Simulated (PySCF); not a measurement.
# Spin-Hamiltonian simulation

Molecule: isobutyronitrile (SMILES C(C)(C)C#N).

Bonds (- single, = double, # triple, : aromatic): C1-C2 1.527 Å, C2-C3 1.527 Å, C2-C4 1.460 Å, C4#N5 1.150 Å. C1 carries H6, H7, H8; C2 carries H9; C3 carries H10, H11, H12.

Computational details: B3LYP/pcJ-2 coupling constants (spin–dipole term only in couplings to heteroatoms), coordinates at the PBE0-D3(BJ)/def2-TZVP level, B97-2/pcSseg-2 with gauge-including orbitals, in PySCF 2.14 (in vacuum, no relativistic terms, fast rotation and ring inversion assumed for equivalent nuclei, one computed conformer).

Referencing at the same level of theory: TMS for $^{1}$H (σref 31.64).

The 7-spin Hamiltonian (Zeeman plus full scalar coupling among like nuclei) was diagonalised exactly; lines are Lorentzian, 0.5 Hz wide, and the maxima above 3 % are listed with the tallest set to 100.

Peak list at 800 MHz for the spins H6/H7/H8/H9/H10/H11/H12:
Hz from δ = 0 (height): 2032.0 (7), 2024.1 (10), 2016.2 (7), 2008.3 (3), 988.0 (100), 980.1 (98)

Q: Extract the chemical shifts and coupling constants behind this pattern (give the signs of the calculation).

A: 
Shifts (ppm): H6/H7/H8/H10/H11/H12 1.23, H9 2.53.
Couplings (Hz): H6–H7, H6–H8, H7–H8, H10–H11, H10–H12, H11–H12: -14.0; H6–H9, H7–H9, H8–H9, H9–H10, H9–H11, H9–H12: 7.9; H6–H10, H6–H11, H6–H12, H7–H10, H7–H11, H7–H12 …: 0.2.
These are the parameters used. A line list fixes at most the relative signs, and those only where coupling is strong; other parameter sets or atom labellings may fit too, and couplings well below the line width leave little trace. Couplings within a CH3 group never show.
